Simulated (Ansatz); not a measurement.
```yaml
crystal:
  periodic: [false, false, false]
  atoms:
    - {symbol: C, position_ang: [-1.772956, -0.705732, 1.135378]}
    - {symbol: C, position_ang: [-0.758705, -0.610201, -0.224127]}
    - {symbol: C, position_ang: [0.722643, 0.203235, 0.075526]}
    - {symbol: C, position_ang: [1.755401, 0.194690, -1.287716]}
    - {symbol: C, position_ang: [0.442829, 1.738641, 0.564536]}
    - {symbol: N, position_ang: [0.211208, 2.951431, 0.931319]}
    - {symbol: H, position_ang: [-2.805902, -1.302066, 0.867119]}
    - {symbol: H, position_ang: [-2.077404, 0.408053, 1.540220]}
    - {symbol: H, position_ang: [-1.285039, 0.256995, -1.145518]}
    - {symbol: H, position_ang: [-1.335039, -0.043005, -1.145518]}
    - {symbol: H, position_ang: [-0.478784, -1.734385, -0.624629]}
    - {symbol: H, position_ang: [1.290024, -0.358410, 1.009488]}
    - {symbol: H, position_ang: [2.808093, 0.767964, -1.052879]}
    - {symbol: H, position_ang: [1.220797, 0.750804, -2.236359]}
    - {symbol: H, position_ang: [2.003949, -0.959009, -1.607141]}
basis:
  gaussian: {orbitals: aug-cc-pVDZ}
hamiltonian: {xc: {name: BLYP}}
output: {forces: true}
```

```sh
$ ansatz run in.yaml --threads 2 --pin off --events-out ev --progress --plain --max-ram 32768MiB --backend cpu
```

Shortened log:

```
Functional definition: BLYP
1966 factors; their error is unknown
mean field evaluation 1: about -6781.0175 eV, gradient 7.5e1 eV
mean field evaluation 2: about -6728.3546 eV, gradient 1.4e2 eV
mean field evaluation 4: about -6794.8318 eV, gradient 2.1e1 eV
mean field evaluation 8: about -6796.0657 eV, gradient 7.2e-1 eV
mean field evaluation 16: about -6795.9866 eV, gradient 2.8e-3 eV
mean field -6795.98656294 eV, -249.7478997030 hartree, gradient 2.5e-5 eV, S^2 0.000000; 0 other end points of the search recorded, 0 dependent functions left out
reference -6795.98711401 eV, -249.7479199543 hartree; 23, 23 occupied and 196, 196 virtual orbitals, 1966 factors
Total energy: -6795.98711401 eV, -249.7479199543 hartree
Atom 0 at    -1.772956    -0.705732     1.135378 Å, force     0.126097     1.272128    -3.533791 eV/Å
Atom 1 at    -0.758705    -0.610201    -0.224127 Å, force     1.816529    -4.616229     9.673187 eV/Å
Atom 2 at     0.722643     0.203235     0.075526 Å, force     0.051894     0.538119    -0.053919 eV/Å
Atom 3 at     1.755401     0.194690    -1.287716 Å, force     0.138122     0.099687    -0.369187 eV/Å
Atom 4 at     0.442829     1.738641     0.564536 Å, force    -1.046702     5.105094     1.394291 eV/Å
Atom 5 at     0.211208     2.951431     0.931319 Å, force     1.563730    -8.059615    -2.451625 eV/Å
Atom 6 at    -2.805902    -1.302066     0.867119 Å, force     2.343423     1.084668     0.460945 eV/Å
Atom 7 at    -2.077404     0.408053     1.540220 Å, force     0.850950    -2.345938    -0.880657 eV/Å
Atom 8 at    -1.285039     0.256995    -1.145518 Å, force    18.622302   115.090436    -2.000365 eV/Å
Atom 9 at    -1.335039    -0.043005    -1.145518 Å, force   -20.010792  -112.243183    -2.774908 eV/Å
Atom 10 at    -0.478784    -1.734385    -0.624629 Å, force    -0.957298     2.798988     0.197151 eV/Å
Atom 11 at     1.290024    -0.358410     1.009488 Å, force    -1.599142     1.234173    -2.233799 eV/Å
Atom 12 at     2.808093     0.767964    -1.052879 Å, force    -2.435707    -1.278899    -0.405125 eV/Å
Atom 13 at     1.220797     0.750804    -2.236359 Å, force     1.163474    -1.220429     2.157042 eV/Å
Atom 14 at     2.003949    -0.959009    -1.607141 Å, force    -0.626880     2.541000     0.820761 eV/Å
Dipole moment:     0.371082    -0.558962    -0.877694 e Å
```

(1) What is wrong with this run?

Results:

(1) One atom was put on top of another. The run converged. The result belongs to that input, not to the molecule as meant.
